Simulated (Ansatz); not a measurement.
Geometry optimisation, Ansatz 0.2.0, RKS PBE0/cc-pVDZ.

Input file:

```yaml
crystal:
  periodic: [false, false, false]
  atoms:
    - { symbol: Si, position_ang: [-0.455161, -0.121635, -0.454674] }
    - { symbol: H, position_ang: [-0.06395, 0.363448, 2.142379] }
    - { symbol: H, position_ang: [0.818299, 0.106175, 0.300279] }
    - { symbol: H, position_ang: [-0.544126, 0.929477, -1.524571] }
    - { symbol: H, position_ang: [-0.345271, -1.454548, -1.138732] }
    - { symbol: Si, position_ang: [-2.345504, -0.063383, 0.779288] }
    - { symbol: H, position_ang: [-3.497211, -0.341328, -0.146625] }
    - { symbol: H, position_ang: [-2.362478, -1.102818, 1.857215] }
    - { symbol: H, position_ang: [-2.567381, 1.286795, 1.388234] }
    - { symbol: H, position_ang: [-0.534117, 0.397818, 2.684607] }
basis:
  gaussian: { orbitals: cc-pVDZ }
hamiltonian:
  xc: pbe0
relax:
  f_tol: 0.03
  max_steps: 50
```

Command:

```bash
$ ansatz run input.yaml --threads 2 --pin off --max-ram 3072MiB --backend cpu --events-out ev --progress --plain --runs-dir out
```

Q: Where does it end, and by what steps?

A: It converged. The force dipped under the threshold on the way, but the program's further checks kept it going. After 7 steps the energy has fallen by 0.264 eV; H2 moved furthest, 0.95 Å.

```tsv
step	energy less start (eV)	largest force component (eV/Å)	accepted
0	0.0000	1.518	yes
1	-0.1827	0.212	yes
2	-0.2311	0.098	yes
3	-0.2530	0.065	yes
4	-0.2610	0.069	yes
5	-0.2628	0.013	yes
6	-0.2634	0.018	yes
7	-0.2635	0.008	yes
```

```xyz
10
Properties=species:S:1:pos:R:3
Si -0.520 -0.173 -0.727
H 0.323 0.550 2.991
H 0.695 0.072 0.117
H -0.580 0.879 -1.795
H -0.385 -1.515 -1.382
Si -2.462 -0.104 0.593
H -3.671 -0.353 -0.259
H -2.404 -1.156 1.661
H -2.603 1.239 1.245
H -0.290 0.562 3.443
```

Time of the run: 12 s on 2 threads of Arm Neoverse V1 (shared host), peak memory 0.14 GiB.
